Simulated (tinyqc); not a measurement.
Inside a calculation. Method: UKS/BLYP in the sto-6g basis, for LiH, spin multiplicity 3. One step of it, computed by the program tinyqc.

Problem. Iteration 1: building the Kohn-Sham matrix. J_ij = sum D_kl (ij|kl) with D = D(alpha) + D(beta); F = H + J + V_xc; E = tr D H + tr D J / 2 + E_xc + E_nn.

D(alpha) at the start, lower triangle:
```
            1Li 1s     1Li 2s   1Li 2px   1Li 2py   1Li 2pz     2H 1s
1Li 1s    1.556528
1Li 2s   -0.166958   0.762180
1Li 2px   0.000000   0.000000  0.000000
1Li 2py   0.000000   0.000000  0.000000  0.000000
1Li 2pz   0.003823  -0.002523  0.000000  0.000000  0.002927
2H 1s    -0.011743   0.070419  0.000000  0.000000  0.043864  0.674179
```

D(beta) at the start, lower triangle:
```
            1Li 1s     1Li 2s   1Li 2px   1Li 2py   1Li 2pz     2H 1s
1Li 1s    0.518843
1Li 2s   -0.055653   0.254060
1Li 2px   0.000000   0.000000  0.000000
1Li 2py   0.000000   0.000000  0.000000  0.000000
1Li 2pz   0.001274  -0.000841  0.000000  0.000000  0.000976
2H 1s    -0.003914   0.023473  0.000000  0.000000  0.014621  0.224726
```

core Hamiltonian H = T + V (hartree), lower triangle:
```
            1Li 1s     1Li 2s    1Li 2px    1Li 2py    1Li 2pz      2H 1s
1Li 1s   -4.726159
1Li 2s   -1.004089  -1.351030
1Li 2px   0.000000   0.000000  -1.110480
1Li 2py   0.000000   0.000000   0.000000  -1.110480
1Li 2pz  -0.011829  -0.103515   0.000000   0.000000  -1.191521
2H 1s    -0.149281  -0.515509   0.000000   0.000000  -0.672176  -1.297746
```

Two-electron integrals (ij|kl) in chemists' order, unique and non-zero (hartree):
```
(11|11) 1.681247   (21|11) 0.242603   (21|21) 0.044507   (22|11) 0.397190
(22|21) 0.090279   (22|22) 0.290625   (31|31) 0.009437   (32|31) 0.014261
(32|32) 0.064236   (33|11) 0.397190   (33|21) 0.090279   (33|22) 0.290625
(33|33) 0.313125   (41|41) 0.009437   (42|41) 0.014261   (42|42) 0.064236
(43|43) 0.016875   (44|11) 0.397190   (44|21) 0.090279   (44|22) 0.290625
(44|33) 0.279374   (44|44) 0.313125   (51|51) 0.009437   (52|51) 0.014261
(52|52) 0.064236   (53|53) 0.016875   (54|54) 0.016875   (55|11) 0.397190
(55|21) 0.090279   (55|22) 0.290625   (55|33) 0.279374   (55|44) 0.279374
(55|55) 0.313125   (61|11) 0.034866   (61|21) 0.006284   (61|22) 0.012955
(61|33) 0.012771   (61|44) 0.012771   (61|51) 0.000843   (61|52) 0.001738
(61|55) 0.013325   (61|61) 0.000984   (62|11) 0.106761   (62|21) 0.024713
(62|22) 0.087167   (62|33) 0.082397   (62|44) 0.082397   (62|51) 0.004148
(62|52) 0.026559   (62|55) 0.096708   (62|61) 0.004270   (62|62) 0.046912
(63|31) 0.001817   (63|32) 0.008938   (63|53) 0.003779   (63|63) 0.002873
(64|41) 0.001817   (64|42) 0.008938   (64|54) 0.003779   (64|64) 0.002873
(65|11) 0.138135   (65|21) 0.032246   (65|22) 0.117201   (65|33) 0.109171
(65|44) 0.109171   (65|51) 0.006454   (65|52) 0.041088   (65|55) 0.133261
(65|61) 0.005780   (65|62) 0.068712   (65|65) 0.101656   (66|11) 0.275483
(66|21) 0.064817   (66|22) 0.251578   (66|33) 0.229753   (66|44) 0.229753
(66|51) 0.011571   (66|52) 0.093719   (66|55) 0.295226   (66|61) 0.011687
(66|62) 0.174383   (66|65) 0.263830   (66|66) 0.774999
```

nuclear repulsion = 0.82727026 hartree

V_xc(alpha) (hartree), lower triangle:
```
            1Li 1s     1Li 2s    1Li 2px    1Li 2py    1Li 2pz      2H 1s
1Li 1s   -1.227496
1Li 2s   -0.137974  -0.199214
1Li 2px   0.000000   0.000000  -0.190455
1Li 2py   0.000000   0.000000   0.000000  -0.190455
1Li 2pz  -0.000190  -0.016770   0.000000   0.000000  -0.216759
2H 1s    -0.020826  -0.099083   0.000000   0.000000  -0.145895  -0.466871
```

V_xc(beta) (hartree), lower triangle:
```
            1Li 1s     1Li 2s    1Li 2px    1Li 2py    1Li 2pz      2H 1s
1Li 1s   -0.934765
1Li 2s   -0.112123  -0.176873
1Li 2px   0.000000   0.000000  -0.169813
1Li 2py   0.000000   0.000000   0.000000  -0.169813
1Li 2pz  -0.000198  -0.013600   0.000000   0.000000  -0.190981
2H 1s    -0.016830  -0.082717   0.000000   0.000000  -0.120661  -0.372349
```

E_xc = sum of w rho eps_xc = -2.32584296 hartree

Give: Coulomb J; F(alpha); F(beta); total energy of this density.

Solution.

Coulomb J (hartree), lower triangle:
```
         1Li 1s  1Li 2s  1Li 2px  1Li 2py  1Li 2pz   2H 1s
1Li 1s   4.0691
1Li 2s   0.6423  1.3364
1Li 2px  0.0000  0.0000   1.3149
1Li 2py  0.0000  0.0000   0.0000   1.3149
1Li 2pz  0.0119  0.0937   0.0000   0.0000   1.3794
2H 1s    0.0947  0.4729   0.0000   0.0000   0.6535  1.5591
```

F(alpha) (hartree), lower triangle:
```
          1Li 1s   1Li 2s  1Li 2px  1Li 2py  1Li 2pz    2H 1s
1Li 1s   -1.8845
1Li 2s   -0.4998  -0.2138
1Li 2px   0.0000   0.0000   0.0140
1Li 2py   0.0000   0.0000   0.0000   0.0140
1Li 2pz  -0.0001  -0.0266   0.0000   0.0000  -0.0289
2H 1s    -0.0754  -0.1417   0.0000   0.0000  -0.1646  -0.2056
```

F(beta) (hartree), lower triangle:
```
          1Li 1s   1Li 2s  1Li 2px  1Li 2py  1Li 2pz    2H 1s
1Li 1s   -1.5918
1Li 2s   -0.4740  -0.1915
1Li 2px   0.0000   0.0000   0.0346
1Li 2py   0.0000   0.0000   0.0000   0.0346
1Li 2pz  -0.0001  -0.0234   0.0000   0.0000  -0.0031
2H 1s    -0.0714  -0.1254   0.0000   0.0000  -0.1393  -0.1110
```

total energy of this density = -8.031542 hartree

This density is the starting one; it is not idempotent, so its energy is not variational and may lie below the converged one.
